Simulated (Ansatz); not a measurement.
Hematite (α-Fe2O3), treated with HSE06 (Ansatz, an electronic-structure program, plane waves, PAW).

Numerical settings: plane-wave cutoff 460 eV, 6×6×6 k mesh, Fermi–Dirac smearing 0.01 eV, spin-polarised with opposed moments, scalar-relativistic PAW data made under PBE.

Cell (measured lattice):

```yaml
crystal:
  lattice:
    - [2.51700, -1.45319, -4.58400]
    - [-2.51700, -1.45319, -4.58400]
    - [0.00000, 2.90638, -4.58400]
  atoms:
    - { symbol: Fe, position: [0.85641, 0.85641, 0.85641], spin: 5.0 }
    - { symbol: Fe, position: [0.35641, 0.35641, 0.35641], spin: -5.0 }
    - { symbol: Fe, position: [0.14359, 0.14359, 0.14359], spin: 5.0 }
    - { symbol: Fe, position: [0.64359, 0.64359, 0.64359], spin: -5.0 }
    - { symbol: O, position: [0.44047, 0.05953, 0.75000] }
    - { symbol: O, position: [0.05953, 0.75000, 0.44047] }
    - { symbol: O, position: [0.55953, 0.94047, 0.25000] }
    - { symbol: O, position: [0.25000, 0.55953, 0.94047] }
    - { symbol: O, position: [0.94047, 0.25000, 0.55953] }
    - { symbol: O, position: [0.75000, 0.44047, 0.05953] }
```

Question: What does this level give for the band gap, smallest direct gap on the k points sampled, direct gap at Γ and magnetic moment (largest site, within a sphere)?

Answer: 
- band gap = 3.48 eV (indirect)
- smallest direct gap on the k points sampled = 3.50 eV
- direct gap at Γ = 4.07 eV
- magnetic moment (largest site, within a sphere) = 3.91 μB

Measured, for comparison: band gap 2.6 eV (temperature not stated, not corrected to a static lattice, photoemission and inverse photoemission; as tabulated in Parkinson (2016), arXiv:1602.06774). Computed (rounded) less measured: band gap +0.88 eV.

Note: cell and atoms aren't relaxed at this level (largest force component 0.26 eV/Å, pressure -0.3 GPa).

Spins in the cell block are starting values.

Moments are spin moments.

The computed numbers hold no vibrational or temperature effects.

Cost on a shared machine: very roughly 50 core-minutes.
